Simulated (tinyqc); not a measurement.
ROHF in the sto-6g basis, for CH2, spin multiplicity 3, step by step. One step of it, computed by the program tinyqc.

Task: Iteration 1: building the Fock matrix. J_ij = sum D_kl (ij|kl) with D = D(alpha) + D(beta), K_ij = sum D_kl (ik|jl) for each spin; F = H + J - K(s); E = tr D H + tr D J / 2 - 0.5 sum_s tr D(s) K(s) + E_nn.

D(alpha) at the start, order 1C 1s, 1C 2s, 1C 2px, 1C 2py, 1C 2pz, 2H 1s, 3H 1s:
```
[[0.007490, -0.040348, 0.000000, 0.000000, 0.064921, 0.030380, 0.030380],
 [-0.040348, 0.242094, 0.000000, 0.000000, -0.254550, -0.273016, -0.273016],
 [0.000000, 0.000000, 1.000000, 0.000000, 0.000000, 0.000000, 0.000000],
 [0.000000, 0.000000, 0.000000, 1.207406, 0.000000, -0.362815, 0.362815],
 [0.064921, -0.254550, 0.000000, 0.000000, 0.928546, -0.157180, -0.157180],
 [0.030380, -0.273016, 0.000000, -0.362815, -0.157180, 1.241173, -0.028173],
 [0.030380, -0.273016, 0.000000, 0.362815, -0.157180, -0.028173, 1.241173]]
```

D(beta) at the start, order 1C 1s, 1C 2s, 1C 2px, 1C 2py, 1C 2pz, 2H 1s, 3H 1s:
```
[[0.007490, -0.040348, 0.000000, 0.000000, 0.064921, 0.030380, 0.030380],
 [-0.040348, 0.242094, 0.000000, 0.000000, -0.254550, -0.273016, -0.273016],
 [0.000000, 0.000000, 0.000000, 0.000000, 0.000000, 0.000000, 0.000000],
 [0.000000, 0.000000, 0.000000, 0.092994, 0.000000, -0.240353, 0.240353],
 [0.064921, -0.254550, 0.000000, 0.000000, 0.928546, -0.157180, -0.157180],
 [0.030380, -0.273016, 0.000000, -0.240353, -0.157180, 1.227716, -0.014715],
 [0.030380, -0.273016, 0.000000, 0.240353, -0.157180, -0.014715, 1.227716]]
```

core Hamiltonian H = T + V (hartree), order 1C 1s, 1C 2s, 1C 2px, 1C 2py, 1C 2pz, 2H 1s, 3H 1s:
```
[[-18.665251, -4.287779, 0.000000, 0.000000, -0.009814, -0.494146, -0.494146],
 [-4.287779, -5.390053, 0.000000, 0.000000, -0.105391, -1.358933, -1.358933],
 [0.000000, 0.000000, -4.358454, 0.000000, 0.000000, 0.000000, 0.000000],
 [0.000000, 0.000000, 0.000000, -4.459839, 0.000000, -1.106142, 1.106142],
 [-0.009814, -0.105391, 0.000000, 0.000000, -4.390679, -0.638392, -0.638392],
 [-0.494146, -1.358933, 0.000000, -1.106142, -0.638392, -2.846785, -0.204135],
 [-0.494146, -1.358933, 0.000000, 1.106142, -0.638392, -0.204135, -2.846785]]
```

Two-electron integrals (ij|kl) in chemists' order, unique and non-zero (hartree):
```
(11|11) 3.543743    (21|11) 0.529462    (21|21) 0.100317    (22|11) 0.853596
(22|21) 0.199930    (22|22) 0.624844    (31|31) 0.021271    (32|31) 0.031868
(32|32) 0.138108    (33|11) 0.853598    (33|21) 0.199930    (33|22) 0.624843
(33|33) 0.673218    (41|41) 0.021271    (42|41) 0.031868    (42|42) 0.138108
(43|43) 0.036281    (44|11) 0.853598    (44|21) 0.199930    (44|22) 0.624843
(44|33) 0.600655    (44|44) 0.673218    (51|51) 0.021271    (52|51) 0.031868
(52|52) 0.138108    (53|53) 0.036281    (54|54) 0.036281    (55|11) 0.853598
(55|21) 0.199930    (55|22) 0.624843    (55|33) 0.600655    (55|44) 0.600655
(55|55) 0.673218    (61|11) 0.063443    (61|21) 0.011590    (61|22) 0.022788
(61|33) 0.022704    (61|41) 0.000662    (61|42) 0.001298    (61|44) 0.022895
(61|51) 0.000373    (61|52) 0.000732    (61|54) 0.000108    (61|55) 0.022765
(61|61) 0.001377    (62|11) 0.180989    (62|21) 0.043179    (62|22) 0.152400
(62|33) 0.148565    (62|41) 0.003809    (62|42) 0.027258    (62|44) 0.157295
(62|51) 0.002147    (62|52) 0.015368    (62|54) 0.004922    (62|55) 0.151340
(62|61) 0.005172    (62|62) 0.053422    (63|31) 0.004204    (63|32) 0.022632
(63|43) 0.005076    (63|53) 0.002862    (63|63) 0.005792    (64|11) 0.147187
(64|21) 0.035549    (64|22) 0.132517    (64|33) 0.126177    (64|41) 0.006816
(64|42) 0.043890    (64|44) 0.143058    (64|51) 0.001473    (64|52) 0.011985
(64|54) 0.006655    (64|55) 0.128316    (64|61) 0.004426    (64|62) 0.054877
(64|64) 0.061092    (65|11) 0.082981    (65|21) 0.020042    (65|22) 0.074710
(65|33) 0.071136    (65|41) 0.001473    (65|42) 0.011985    (65|44) 0.074930
(65|51) 0.005034    (65|52) 0.029389    (65|54) 0.007215    (65|55) 0.078066
(65|61) 0.002495    (65|62) 0.030938    (65|64) 0.031177    (65|65) 0.023369
(66|11) 0.361102    (66|21) 0.087720    (66|22) 0.352734    (66|33) 0.336063
(66|41) 0.008327    (66|42) 0.082722    (66|44) 0.374012    (66|51) 0.004695
(66|52) 0.046637    (66|54) 0.021395    (66|55) 0.348125    (66|61) 0.010601
(66|62) 0.168447    (66|64) 0.189578    (66|65) 0.106880    (66|66) 0.774999
(71|11) 0.063443    (71|21) 0.011590    (71|22) 0.022788    (71|33) 0.022704
(71|41) -0.000662   (71|42) -0.001298   (71|44) 0.022895    (71|51) 0.000373
(71|52) 0.000732    (71|54) -0.000108   (71|55) 0.022765    (71|61) 0.001331
(71|62) 0.004811    (71|64) 0.003804    (71|65) 0.002331    (71|66) 0.009758
(71|71) 0.001377    (72|11) 0.180989    (72|21) 0.043179    (72|22) 0.152400
(72|33) 0.148565    (72|41) -0.003809   (72|42) -0.027258   (72|44) 0.157295
(72|51) 0.002147    (72|52) 0.015368    (72|54) -0.004922   (72|55) 0.151340
(72|61) 0.004811    (72|62) 0.034918    (72|64) 0.026771    (72|65) 0.019713
(72|66) 0.082516    (72|71) 0.005172    (72|72) 0.053422    (73|31) 0.004204
(73|32) 0.022632    (73|43) -0.005076   (73|53) 0.002862    (73|63) 0.003416
(73|73) 0.005792    (74|11) -0.147187   (74|21) -0.035549   (74|22) -0.132517
(74|33) -0.126177   (74|41) 0.006816    (74|42) 0.043890    (74|44) -0.143058
(74|51) -0.001473   (74|52) -0.011985   (74|54) 0.006655    (74|55) -0.128316
(74|61) -0.003804   (74|62) -0.026771   (74|64) -0.017924   (74|65) -0.014886
(74|66) -0.061809   (74|71) -0.004426   (74|72) -0.054877   (74|74) 0.061092
(75|11) 0.082981    (75|21) 0.020042    (75|22) 0.074710    (75|33) 0.071136
(75|41) -0.001473   (75|42) -0.011985   (75|44) 0.074930    (75|51) 0.005034
(75|52) 0.029389    (75|54) -0.007215   (75|55) 0.078066    (75|61) 0.002331
(75|62) 0.019713    (75|64) 0.014886    (75|65) 0.014314    (75|66) 0.048683
(75|71) 0.002495    (75|72) 0.030938    (75|74) -0.031177   (75|75) 0.023369
(76|11) 0.024803    (76|21) 0.005944    (76|22) 0.021872    (76|33) 0.021301
(76|44) 0.021963    (76|51) 0.000487    (76|52) 0.003769    (76|55) 0.022352
(76|61) 0.000692    (76|62) 0.006697    (76|64) 0.006080    (76|65) 0.004260
(76|66) 0.019772    (76|71) 0.000692    (76|72) 0.006697    (76|74) -0.006080
(76|75) 0.004260    (76|76) 0.001088    (77|11) 0.361102    (77|21) 0.087720
(77|22) 0.352734    (77|33) 0.336063    (77|41) -0.008327   (77|42) -0.082722
(77|44) 0.374012    (77|51) 0.004695    (77|52) 0.046637    (77|54) -0.021395
(77|55) 0.348125    (77|61) 0.009758    (77|62) 0.082516    (77|64) 0.061809
(77|65) 0.048683    (77|66) 0.208238    (77|71) 0.010601    (77|72) 0.168447
(77|74) -0.189578   (77|75) 0.106880    (77|76) 0.019772    (77|77) 0.774999
```

nuclear repulsion = 4.56391857 hartree

Give: Coulomb J; exchange K(alpha); exchange K(beta); F(alpha); F(beta); total energy of this density.

Result:

Coulomb J (hartree), order 1C 1s, 1C 2s, 1C 2px, 1C 2py, 1C 2pz, 2H 1s, 3H 1s:
```
[[4.8713, 1.1499, 0.0000, 0.0000, -0.0183, 0.1309, 0.1309],
 [1.1499, 3.8797, 0.0000, 0.0000, -0.0016, 1.0820, 1.0820],
 [0.0000, 0.0000, 3.7976, 0.0000, 0.0000, 0.0000, 0.0000],
 [0.0000, 0.0000, 0.0000, 3.9422, 0.0000, 1.0070, -1.0070],
 [-0.0183, -0.0016, 0.0000, 0.0000, 3.8993, 0.5688, 0.5688],
 [0.1309, 1.0820, 0.0000, 1.0070, 0.5688, 3.3379, 0.1607],
 [0.1309, 1.0820, 0.0000, -1.0070, 0.5688, 0.1607, 3.3379]]
```

exchange K(alpha) (hartree), order 1C 1s, 1C 2s, 1C 2px, 1C 2py, 1C 2pz, 2H 1s, 3H 1s:
```
[[0.0720, 0.0975, 0.0000, 0.0000, -0.0123, 0.0124, 0.0124],
 [0.0975, 0.4892, 0.0000, 0.0000, -0.2204, 0.1512, 0.1512],
 [0.0000, 0.0000, 0.7626, 0.0000, 0.0000, 0.0000, 0.0000],
 [0.0000, 0.0000, 0.0000, 0.8076, 0.0000, 0.2237, -0.2237],
 [-0.0123, -0.2204, 0.0000, 0.0000, 0.7024, 0.0741, 0.0741],
 [0.0124, 0.1512, 0.0000, 0.2237, 0.0741, 0.7975, 0.0123],
 [0.0124, 0.1512, 0.0000, -0.2237, 0.0741, 0.0123, 0.7975]]
```

exchange K(beta) (hartree), order 1C 1s, 1C 2s, 1C 2px, 1C 2py, 1C 2pz, 2H 1s, 3H 1s:
```
[[0.0274, 0.0313, 0.0000, 0.0000, -0.0119, 0.0017, 0.0017],
 [0.0313, 0.2101, 0.0000, 0.0000, -0.2166, 0.0921, 0.0921],
 [0.0000, 0.0000, 0.0513, 0.0000, 0.0000, 0.0000, 0.0000],
 [0.0000, 0.0000, 0.0000, 0.0890, 0.0000, 0.1088, -0.1088],
 [-0.0119, -0.2166, 0.0000, 0.0000, 0.6290, 0.0677, 0.0677],
 [0.0017, 0.0921, 0.0000, 0.1088, 0.0677, 0.7586, 0.0175],
 [0.0017, 0.0921, 0.0000, -0.1088, 0.0677, 0.0175, 0.7586]]
```

F(alpha) (hartree), order 1C 1s, 1C 2s, 1C 2px, 1C 2py, 1C 2pz, 2H 1s, 3H 1s:
```
[[-13.8659, -3.2353, 0.0000, 0.0000, -0.0158, -0.3757, -0.3757],
 [-3.2353, -1.9996, 0.0000, 0.0000, 0.1134, -0.4281, -0.4281],
 [0.0000, 0.0000, -1.3234, 0.0000, 0.0000, 0.0000, 0.0000],
 [0.0000, 0.0000, 0.0000, -1.3253, 0.0000, -0.3229, 0.3229],
 [-0.0158, 0.1134, 0.0000, 0.0000, -1.1937, -0.1437, -0.1437],
 [-0.3757, -0.4281, 0.0000, -0.3229, -0.1437, -0.3064, -0.0557],
 [-0.3757, -0.4281, 0.0000, 0.3229, -0.1437, -0.0557, -0.3064]]
```

F(beta) (hartree), order 1C 1s, 1C 2s, 1C 2px, 1C 2py, 1C 2pz, 2H 1s, 3H 1s:
```
[[-13.8213, -3.1692, 0.0000, 0.0000, -0.0162, -0.3650, -0.3650],
 [-3.1692, -1.7204, 0.0000, 0.0000, 0.1095, -0.3690, -0.3690],
 [0.0000, 0.0000, -0.6122, 0.0000, 0.0000, 0.0000, 0.0000],
 [0.0000, 0.0000, 0.0000, -0.6067, 0.0000, -0.2079, 0.2079],
 [-0.0162, 0.1095, 0.0000, 0.0000, -1.1203, -0.1372, -0.1372],
 [-0.3650, -0.3690, 0.0000, -0.2079, -0.1372, -0.2676, -0.0609],
 [-0.3650, -0.3690, 0.0000, 0.2079, -0.1372, -0.0609, -0.2676]]
```

total energy of this density = -12.310525 hartree
